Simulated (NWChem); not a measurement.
## Spin states of C2H3O

```xyz
6

C     -0.0762    -1.1694     0.0000
C      0.4250     0.2536     0.0000
O     -0.1959     1.2600     0.0000
H      0.3268    -1.6873     0.8843
H      0.3268    -1.6873    -0.8843
H     -1.1790    -1.2110     0.0000
```
Charge 0, spin multiplicity 2.

The numbers come from NWChem runs, not from measurements. The geometry was optimised at UB3LYP/def2-SVP, a minimum by its harmonic frequencies.

Basis set: def2-SVP. The gap is E(quartet) − E(doublet) at the geometry of the doublet, so a negative value puts the higher spin lower. Open shells are unrestricted. The quartet is the single determinant that the SCF runs reached, with unpaired electrons in orbitals of symmetry a" and a' and a' (Cs labels); it need not be the lowest quartet, which in molecules with degenerate π orbitals can need several determinants.

The correlated methods keep 3 core orbitals frozen. B3LYP has NWChem's definition, with VWN1-RPA local correlation. The structure started from a generated list of species. The unpaired electrons of the parent sit in orbitals of symmetry a' (Cs labels of the run); other states weren't searched. No SCF solution was tested for a lower state. Open-shell Hartree-Fock references start from PBE0 orbitals.

Problem. For the vertical doublet-quartet gap, LDA (SVWN5) gives 152.0 kcal/mol and B3LYP gives 145.9 kcal/mol. What do B2PLYP, HF, PBE give?

Solution. B2PLYP: 149.9 kcal/mol; HF: 108.3 kcal/mol; PBE: 147.4 kcal/mol.
